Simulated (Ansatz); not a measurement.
`C=C=C(C)O` → `C#CCOC`  (isomerisation)

Computed with Ansatz on PBE0-D4/def2-TZVP structures; ΔE is electronic, products minus reactants. CCSD(T)/CBS is the MP2 limit (def2-TZVPP, def2-QZVPP) plus CCSD(T) − MP2 in def2-TZVPP, frozen cores. Functionals use def2-TZVPP. B3LYP here is the variant with VWN-RPA as its local correlation; programs differ in this. Each species was taken in one conformer, which may not be the lowest.

`C=C=C(C)O`:

```xyz
11

C    -1.970    0.684   -0.487
C    -0.809    0.137   -0.265
C     0.358   -0.410   -0.042
C     1.466    0.243    0.707
O     0.701   -1.663   -0.477
H    -2.801    0.564    0.205
H    -2.160    1.287   -1.372
H     2.349    0.328    0.068
H     1.173    1.235    1.045
H     1.740   -0.366    1.573
H    -0.046   -2.038   -0.954
```

`C#CCOC`:

```xyz
11

C     1.229   -1.798   -0.909
C     1.050   -0.676   -0.520
C     0.823    0.688   -0.045
O    -0.096    0.775    1.010
C    -1.402    0.415    0.635
H     1.393   -2.793   -1.249
H     0.502    1.311   -0.894
H     1.763    1.101    0.329
H    -1.454   -0.629    0.306
H    -1.774    1.058   -0.175
H    -2.034    0.547    1.512
```

| level | ΔE (kJ/mol) | difference from CCSD(T)/CBS |
| --- | --- | --- |
| PBE-D4 | 98.7 | 25.1 |
| r2SCAN-D4 | 94.3 | 20.7 |
| PBE0-D4 | 92.8 | 19.2 |
| B3LYP-D4 | 85.8 | 12.2 |
| ωB97X-V | 76.7 | 3.1 |
| ωB97M-V | 79.5 | 5.9 |
| B2PLYP | 75.7 | 2.1 |
| PBE | 98.7 | 25.1 |
| r2SCAN | 94.3 | 20.7 |
| PBE0 | 92.7 | 19.1 |
| B3LYP | 85.7 | 12.1 |
| HF/def2-TZVPP | 61.0 | -12.6 |
| MP2/def2-TZVPP | 65.3 | -8.3 |
| SCS-MP2/def2-TZVPP | 61.0 | -12.6 |
| CCSD/def2-TZVPP | 69.3 | -4.3 |
| CCSD(T)/def2-TZVPP | 72.0 | -1.6 |
| HF/def2-QZVPP | 60.8 | -12.8 |
| MP2/def2-QZVPP | 66.2 | -7.4 |
| SCS-MP2/def2-QZVPP | 62.0 | -11.6 |
| HF/CBS(def2) | 60.8 | -12.8 |
| MP2/CBS(def2) | 66.9 | -6.7 |
| CCSD/CBS(def2) | 71.0 | -2.6 |
| CCSD(T)/CBS | 73.6 | 0 |

Largest T1 diagnostic among the species: 0.012.

In def2-TZVPP, CCSD(T) changes the Hartree–Fock value by +11.0 kJ/mol (the triples alone add +2.7 kJ/mol) and MP2 by +4.3 kJ/mol. From PBE to PBE0 (25 % exact exchange), in def2-TZVPP and without D4, ΔE moves by −5.9 kJ/mol.

CCSD(T)/CBS has its own doubt, a few kJ/mol and more with outer-core shells, so smaller differences from it don't rank the levels.
